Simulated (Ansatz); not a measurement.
# H7PSSi: the cost of one run

The runs use Ansatz 0.2.0, Gaussian basis; PBE0-D4, def2-SVP first, then def2-TZVP.

152 further runs of the same task are left out: 152 set aside as unsound or not needed.

### Step 1. Starting geometry

The guess: 10 atoms, charge 0, spin multiplicity 1.

Atoms are counted from 1 here; the program's logs count them from 0.

Bond lengths: Si1–S2 2.356 Å, Si1–H3 1.471 Å, Si1–H4 1.498 Å, Si1–H5 1.465 Å, S2–H6 1.485 Å, S2–H8 1.328 Å, P7–H9 1.385 Å, P7–H10 1.384 Å. Angles: S2–Si1–H3 102.4°, S2–Si1–H4 92.3°, S2–Si1–H5 99.8°, H3–Si1–H4 97.3°, H3–Si1–H5 152.3°, H4–Si1–H5 98.1°, Si1–S2–H6 69.6°, Si1–S2–H8 94.2°, H6–S2–H8 89.9°, H9–P7–H10 94.3°.

As a file:

```
Si   -0.78920    0.73260   -0.59910
S     0.35100    0.92290    1.45360
H     0.28650    0.94940   -1.57940
H    -1.27360    2.14820   -0.53070
H    -2.01590    0.07300   -0.14330
H     0.49530   -0.44970    0.90660
P     0.13320   -1.67960   -0.61690
H     1.50520    1.26420    0.89340
H     1.49380   -1.65650   -0.35960
H    -0.18640   -2.30450    0.57540
```

Distances that are to change: Si1–P7 2.58 Å, S2–H6 1.48 Å, Si1–S2 2.36 Å, H6–P7 1.99 Å.

### Step 2. Relaxing the guess with the reacting distances held

The input, hold/in.yaml:

```yaml
crystal:
  periodic: [false, false, false]
  atoms:
    - {symbol: Si, position_ang: [-0.789200, 0.732600, -0.599100]}
    - {symbol: S, position_ang: [0.351000, 0.922900, 1.453600]}
    - {symbol: H, position_ang: [0.286500, 0.949400, -1.579400]}
    - {symbol: H, position_ang: [-1.273600, 2.148200, -0.530700]}
    - {symbol: H, position_ang: [-2.015900, 0.073000, -0.143300]}
    - {symbol: H, position_ang: [0.495300, -0.449700, 0.906600]}
    - {symbol: P, position_ang: [0.133200, -1.679600, -0.616900]}
    - {symbol: H, position_ang: [1.505200, 1.264200, 0.893400]}
    - {symbol: H, position_ang: [1.493800, -1.656500, -0.359600]}
    - {symbol: H, position_ang: [-0.186400, -2.304500, 0.575400]}
basis:
  gaussian: {orbitals: def2-SVP}
hamiltonian: {xc: pbe0, dispersion: d4}
relax: {f_tol: 0.04, max_steps: 150, escape_saddle: false, constraints: [{distance: [0, 6]}, {distance: [1, 5]}, {distance: [0, 1]}, {distance: [5, 6]}]}
```

Launch:

```bash
> ansatz run in.yaml --threads 4 --pin off --events-out ev --progress --plain --max-ram 9574MiB
```

**Question.** How long does this run take on 4 threads of Arm Neoverse V1, shared host?

About 10 s.
